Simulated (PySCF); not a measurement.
# SiNH5 (Si(NH2)H3) at 6 levels

We compute a comparison of 6 runs (B2PLYP/STO-3G, PBE0/STO-3G, r2SCAN/STO-3G, BCCD(T)/STO-3G, CCSDTQ/STO-3G, FCI/STO-3G) of SiNH5 (Si(NH2)H3). Input form: a Python script.

The calculation is run with PySCF 2.14.0.

6 further runs of the same task are left out: 6 set aside as unsound or not needed.

**1. The system as given**

The species is SiNH5 (7 atoms), meant as a singlet with charge 0. SMILES: `[H][Si]([H])([H])N`. The N2–H4 distance was set to 1.511 Å, away from the relaxed value. At this shape a bond of the SMILES string is far longer than usual.

Bond lengths: Si1–N2 1.723 Å, N2–H3 1.007 Å, Si1–H5 1.460 Å, Si1–H6 1.461 Å, Si1–H7 1.472 Å. Angles: Si1–N2–H3 118.6°, N2–Si1–H5 105.0°, N2–Si1–H6 105.1°, N2–Si1–H7 115.3°, H5–Si1–H6 113.3°, H5–Si1–H7 109.2°, H6–Si1–H7 109.1°. A long bond or contact: N2–H4 1.511 Å.

**2. A single-point energy at B2PLYP/STO-3G (run 1)**

File calc.py:

```python
from pyscf import gto, dft, mp

mol = gto.Mole()
mol.atom = '''
Si     0.426490    -0.061978    -0.941647
N      0.517840     0.114332     0.769903
H      1.134860    -0.492548     1.285133
H     -0.763660     0.307400     1.545850
H      1.814930    -0.074278    -1.394197
H     -0.320740     1.104992    -1.404757
H     -0.246640    -1.284068    -1.412227
'''
mol.charge = 0
mol.basis = 'sto-3g'
mol.max_memory = 1860
mol.spin = 0
mol.verbose = 3
mol.build()

calc0 = dft.RKS(mol)
calc0.xc = '0.53*HF + 0.47*B88, 0.73*LYP'
calc0.conv_tol = 1e-10
calc0.grids.level = 5
calc0.kernel()
if not calc0.converged:
    calc0 = calc0.newton().run(calc0.mo_coeff, calc0.mo_occ)

pt = mp.MP2(calc0, frozen=6).run()
e_tot = calc0.e_tot + 0.27 * pt.e_corr
print('PT2 part  %.8f' % (0.27 * pt.e_corr))
print('E(%s) = %.9f' % ('B2PLYP', e_tot))
```

On the command line:

```console
$ OMP_NUM_THREADS=1 python calc.py
```

The log of the run:

```text
converged SCF energy = -342.769825374667
E(RMP2) = -342.91046205859  E_corr = -0.140636683923574
E(SCS-RMP2) = -342.927708309799  E_corr = -0.157882935132364
PT2 part  -0.03797190
E(B2PLYP) = -342.807797279
```

It took 2.7 s on 1 thread of Arm Neoverse V2, shared host; peak memory 0.2 GiB.

**3. The energy at PBE0/STO-3G (run 2)**

File input.py:

```python
from pyscf import gto, dft

molecule = gto.M(
    atom='''
Si   0.426490  -0.061978  -0.941647
N    0.517840   0.114332   0.769903
H    1.134860  -0.492548   1.285133
H   -0.763660   0.307400   1.545850
H    1.814930  -0.074278  -1.394197
H   -0.320740   1.104992  -1.404757
H   -0.246640  -1.284068  -1.412227
''',
    max_memory=1860,
    basis='sto-3g',
    verbose=3,
)

myscf = dft.RKS(molecule, xc='pbe0')
myscf.grids.level = 5
myscf.conv_tol = 1e-10
myscf.kernel()
if not myscf.converged:
    myscf = myscf.newton().run(myscf.mo_coeff, myscf.mo_occ)

etot = myscf.e_tot
print('E(%s) = %.9f' % ('PBE0', etot))
```

On the command line:

```console
$ OMP_NUM_THREADS=1 python input.py
```

The log of the run:

```text
converged SCF energy = -342.870511768481
E(PBE0) = -342.870511768
```

Wall time 2.7 s (1 thread of Arm Neoverse V2, shared host); peak memory 0.2 GiB.

Runs 3 to 5 aren't shown in full; the table further down has their settings and results.

**4. The energy at FCI/STO-3G (run 6)**

File run.py:

```python
from pyscf import gto, scf, mcscf

mol = gto.Mole()
mol.atom = '''
Si     0.805949    -0.117121    -1.779455
N      0.978576     0.216056     1.454906
H      2.144575    -0.930781     2.428549
H     -1.443108     0.580902     2.921233
H      3.429721    -0.140365    -2.634650
H     -0.606111     2.088132    -2.654606
H     -0.466082    -2.426537    -2.668722
'''
mol.spin = 0
mol.unit = 'bohr'
mol.max_memory = 1860
mol.verbose = 3
mol.basis = 'sto-3g'
mol.build()

calc0 = scf.RHF(mol)
calc0.conv_tol = 1e-10
calc0.kernel()
if not calc0.converged:
    calc0 = calc0.newton().run(calc0.mo_coeff, calc0.mo_occ)

cas = mcscf.CASCI(calc0, calc0.mo_coeff.shape[-1] - 6, (mol.nelec[0] - 6, mol.nelec[1] - 6))  # full CI above the frozen core
cas.fix_spin_(ss=0.0)
cas.kernel()
e_final = cas.e_tot
print('E = %.10f Eh' % e_final)
```

On the command line:

```console
$ OMP_NUM_THREADS=1 python run.py
```

The log of the run:

```text
converged SCF energy = -342.126261489027
CASCI E = -342.279927096779  E(CI) = -37.5200607007269  S^2 = 0.0000000
E = -342.2799270968 Eh
```

Wall time 78 s (1 thread of Arm Neoverse V2, shared host); peak memory 0.76 GiB.

**5. Overview of the runs**

| run | level | frozen core orbitals | integration grid | energy (Eh) | dipole moment (D) of the reference | HOMO energy (eV) | LUMO energy (eV) | wall time |
| --- | --- | --- | --- | --- | --- | --- | --- | --- |
| 1 | B2PLYP/STO-3G | 6 | 5 | -342.807797 | 1.03 | -5.11 | 5.29 | 2.7 s |
| 2 | PBE0/STO-3G | – | 5 | -342.870512 | 1.01 | -3.34 | 3.40 | 2.7 s |
| 3 | r2SCAN/STO-3G | – | 5 | -343.004822 | 0.98 | -2.03 | 2.17 | 3.9 s |
| 4 | BCCD(T)/STO-3G | 6 | – | -342.279266 | – | – | – | 0.8 s |
| 5 | CCSDTQ/STO-3G | 6 | – | -342.279922 | 1.07 | -7.90 | 8.61 | 23 s |
| 6 | FCI/STO-3G | 6 | – | -342.279927 | 1.07 | -7.90 | 8.61 | 78 s |

**6. What came out**

| quantity | value |
| --- | --- |
| run 6: total energy | -342.27993 Eh |
| run 6: dipole moment (Hartree–Fock density) | 1.07 D |
| run 6: HOMO energy (Hartree–Fock orbitals) | -7.90 eV |
| run 6: LUMO energy (Hartree–Fock orbitals) | 8.61 eV |
| run 6: HOMO–LUMO gap (Hartree–Fock orbitals) | 16.51 eV |
| run 6: correlation energy (6 core orbitals frozen) | -153.7 mEh |

In words: Against full CI in this basis: BCCD(T) +0.7 mEh; CCSDTQ +0.0 mEh. Over runs 1, 2, 3 the dipole moment (its size) runs from 0.98 D (r2SCAN/STO-3G) to 1.03 D (B2PLYP/STO-3G). A double hybrid's value is that of its SCF part. Over runs 1, 2, 3 the HOMO–LUMO gap runs from 4.20 eV (r2SCAN/STO-3G) to 10.40 eV (B2PLYP/STO-3G). Totals of different functionals can't be ranked against each other. In runs 1, 2, 3, 4, 5, 6 the basis is minimal, so the values are rough. All runs together took 1.9 min, the longest 78 s.
